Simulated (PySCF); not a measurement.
# One molecule, many functionals

Species: CHClF₂.
SMILES: `FC(F)Cl`

Linear-response calculations in the def2-SVPD basis (PySCF; singlets by full response, triplets Tamm–Dancoff, core orbitals frozen in the response; HF means time-dependent Hartree–Fock). 'Strongest' is the level of largest summed f among the singlets computed (10 roots, of which the last may lack a degenerate partner); it can jump between rows when another state enters that window. S1 is the lowest singlet of each run and needn't be the same state throughout; f(S1) is that of one state. Isolated species at its PBE0-D3(BJ)/def2-SVP geometry, gas phase.

| functional | kind | S1 (eV) | f(S1) | strongest (eV) | T1 (eV) | HOMO (eV) | gap (eV) | ionisation energy, ΔSCF (eV) |
| --- | --- | --- | --- | --- | --- | --- | --- | --- |
| LDA | LDA | 7.63 | 0.011 | 8.72 | 6.94 | -8.34 | 7.21 | 12.39 |
| PBE | GGA | 7.63 | 0.010 | 8.71 | 6.87 | -8.22 | 7.26 | 12.20 |
| PBE0 | global hybrid, 25% exact exchange | 7.99 | 0.007 | 9.63 | 7.13 | -9.70 | 9.78 | 12.50 |
| BHandHLYP | global hybrid, 50% exact exchange | 8.17 | 0.006 | 10.28 | 7.30 | -11.06 | 11.97 | 12.52 |
| CAM-B3LYP | range-separated hybrid | 7.91 | 0.005 | 9.76 | 7.09 | -11.15 | 12.15 | 12.62 |
| wB97X-D | range-separated hybrid | 8.01 | 0.005 | 9.89 | 7.24 | -11.62 | 13.48 | 12.61 |
| LC-wPBE | range-separated hybrid | 8.08 | 0.004 | 10.11 | 7.18 | -12.61 | 14.79 | 12.67 |
| HF | Hartree–Fock | 8.73 | 0.006 | 11.23 | 7.69 | -13.21 | 15.86 | not settled |

What does B3LYP (global hybrid, 20% exact exchange) give?

S1 (eV) 7.82, f(S1) 0.007, strongest (eV) 9.40, T1 (eV) 7.03, HOMO (eV) -9.43, gap (eV) 9.18, ionisation energy, ΔSCF (eV) 12.52. S1 runs from 7.63 eV (LDA) to 8.73 eV (HF), a spread of 1.11 eV, while the orbital gap spreads over 8.6 eV. Along PBE (0%), B3LYP (20%), PBE0 (25%), BHandHLYP (50%), HF (100%) S1 rises with the share of exact exchange. −ε(HOMO) comes closest to its own ΔSCF ionisation energy with LC-wPBE (-0.06 eV) and misses most with LDA (-4.04 eV). 'Not settled' means that the ion's SCF failed to converge or may have ended in another state than the lowest.
